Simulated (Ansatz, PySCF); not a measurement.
System: C3H9N, charge 0, multiplicity 1. 
Structure (B3LYP-D3(BJ)/def2-TZVP (Ansatz, a first-principles code) minimum search):
```
N
C 1 1.4503
H 2 1.0911 1 109.85
H 2 1.0911 3 108.21 1 119.93
H 2 1.1055 3 108.00 4 116.68
C 1 1.4503 2 111.65 3 176.58
H 6 1.0911 1 109.85 2 -176.58
H 6 1.0911 7 108.21 1 -119.93
H 6 1.1055 7 108.00 8 -116.68
C 1 1.4503 2 111.65 3 -57.65
H 10 1.0911 1 109.85 2 176.58
H 10 1.0911 11 108.21 1 119.93
H 10 1.1055 11 108.00 12 116.68
```

Property: atomisation energy (electronic, to ground-state atoms), in eV. Cores are frozen in the correlated levels unless marked. UHF or UKS for open shells. No spin-orbit coupling. Non-relativistic. The coupled-cluster limit lacks core correlation, which all-electron functionals hold. CBS(X,Y): correlation extrapolated as X^-3; Hartree-Fock from the larger set. The bracket is a focal-point correction in the basis named.

```tsv
level	program	atomisation energy (eV)
PBE0/STO-3G	Ansatz	59.69
PBE0/def2-TZVP	Ansatz	50.33
BHLYP/def2-TZVPD	Ansatz	[?]
TPSSh/def2-TZVPD	PySCF	50.49
r2SCANh-D4/def2-TZVPD	Ansatz + dftd4	[?]
CCSD/STO-3G	Ansatz	51.25
CCSD/6-31G	Ansatz	[?]
CCSD/cc-pVDZ	Ansatz	46.29
RI-MP2/CBS(cc-pVTZ,cc-pVQZ)+[CCSD(T)-MP2]/cc-pVTZ	Ansatz	50.33
```

**Question.** Some entries are withheld; supply them.

**Answer.** 
- BHLYP/def2-TZVPD, atomisation energy (eV): 49.00
- r2SCANh-D4/def2-TZVPD, atomisation energy (eV): 50.01
- CCSD/6-31G, atomisation energy (eV): 42.90
